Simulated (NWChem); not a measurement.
## NCO (nco radical): the vertical ionisation energy from total energies

NCO: 3 atoms, total charge 0, spin state doublet. SMILES: `[N]=C=O`. The coordinates come from a PBE0-D4/def2-TZVP relaxation.

| atom | x (Å) | y (Å) | z (Å) |
| --- | --- | --- | --- |
| N | 0.9682 | 0.4231 | 0.5792 |
| C | -0.0138 | -0.0060 | -0.0083 |
| O | -0.9544 | -0.4171 | -0.5710 |

Both states at this one shape; open shells run unrestricted unless said. 1 Eh = 27.2114 eV.

```tsv
level	program	doublet NCO (Eh)	singlet NCO+ (Eh)
UB3LYP/6-31G* (Cartesian functions)	NWChem	-168.000599	-167.503366
UCAM-B3LYP/3-21G	NWChem	-166.986529	-166.491731
UCAM-B3LYP/6-311G**	NWChem	-167.980945	-167.476295
```

Task: Work out the vertical ionisation energy at each level.

Result: 
1. UB3LYP/6-31G* (Cartesian functions): -167.503366 − (-168.000599) = 0.497233 Eh = 13.53 eV.
2. UCAM-B3LYP/3-21G: -166.491731 − (-166.986529) = 0.494798 Eh = 13.46 eV.
3. UCAM-B3LYP/6-311G**: -167.476295 − (-167.980945) = 0.504650 Eh = 13.73 eV.

No measured value is set beside it here; the levels span 13.46 to 13.73 eV.
